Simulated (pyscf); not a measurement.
`[OH][Si]([OH])([F])[F]` + `[OH]` [doublet] → `[O][Si]([OH])([F])[F]` [doublet] + `[OH2]` (hydrogen abstraction; doublet surface; H–O broken, H–O formed). Single points on ωB97X-D3(BJ)/def2-SVP structures (PySCF, gas phase). Energies in kJ/mol from the separated reactants.

| level | barrier | reaction energy |
|---|---|---|
| ωB97X-D3(BJ)/def2-TZVP | 30.9 | +24.4 |
| PBE/def2-TZVP | (withheld) | (withheld) |
| B3LYP-D3(BJ)/def2-TZVP | 11.1 | +20.6 |
| PBE0-D3(BJ)/def2-TZVP | 14.7 | +22.7 |
| M06-2X/def2-TZVP | (withheld) | +27.0 |
| HF/def2-TZVP | 156.4 | +33.7 |

Question: Some entries are withheld; supply them.

Answer: 
- PBE/def2-TZVP, barrier: -24.9
- PBE/def2-TZVP, reaction energy: +8.3
- M06-2X/def2-TZVP, barrier: 35.6

On the reactant side the descent ends in a complex, 32.9 kJ/mol under the separated species and 63.8 kJ/mol under the saddle at ωB97X-D3(BJ)/def2-TZVP. On the product side the descent ends in an adduct with a O–Si contact, 37.9 kJ/mol under the separated species and 44.4 kJ/mol under the saddle at ωB97X-D3(BJ)/def2-TZVP. At PBE the saddle lies under the separated reactants, which points to a path from their complex (located at ωB97X-D3(BJ) alone). At PBE, B3LYP-D3(BJ), PBE0-D3(BJ) the saddle lies under the separated products, which points to a path from their complex (located at ωB97X-D3(BJ) alone), and parting the products costs more than the saddle. One saddle was located; it need not be the lowest between these sides. The angle at the transferred H is 139°. Left out: the spin-orbit lowering of OH.
